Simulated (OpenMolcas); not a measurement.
**Predicting a hybrid from its neighbours: H3NO**

H3NO: 5 atoms, total charge 0, spin state singlet. SMILES: `NO`. Geometry: relaxed at PBE0-D4/def2-TZVP. This is one conformer, not always the lowest.

The vertical energy of the triplet above the singlet y, in eV, basis def2-TZVPP; a is the functional's share of exact exchange. Programs: OpenMolcas 26.06.

| functional | program | a | y (eV) |
| --- | --- | --- | --- |
| revPBE | OpenMolcas | 0 | 6.30 |
| r2SCAN | OpenMolcas | 0 | 6.35 |
| B3LYP | OpenMolcas | 0.2 | ? |
| PBE0 | OpenMolcas | 0.25 | 6.57 |
| BHLYP | OpenMolcas | 0.5 | 6.74 |

Fit y = c + s·a to the known rows and predict B3LYP.


1. Means of the 4 rows: a = 0.1875, y = 6.490.
2. Σ(Δa)² = 0.17188, Σ(Δa·Δy) = 0.145, so the slope is 0.145/0.17188 = 0.84361.
3. Intercept: 6.490 − (0.84361) × 0.1875 = 6.332. The largest residual of the fit is 0.032.
4. B3LYP: 6.332 + (0.84361) × 0.2 = 6.50 eV.

The run gave 6.52 eV, so the prediction is off by -0.02 eV, within the scatter of the fit.
